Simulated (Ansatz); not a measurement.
Harmonic frequencies (cm⁻¹) at PBE0-D4/def2-TZVP from Ansatz: 43, 104, 164, 279, 361, 489, 621, 869, 908, 1027, 1073, 1120, 1122, 1191, 1234, 1261, 1303, 1312, 1398, 1436, 1447, 1486, 1488, 1518, 3017, 3022, 3057, 3074, 3116, 3131.

Each molecule was computed in one conformer, which needn't be the lowest.

Q: Which molecule is it?
A. `CCOC(F)F`
B. `CC(O)(F)CF`
C. `CC(F)OCF`
D. `FCCOCF`

A: D.
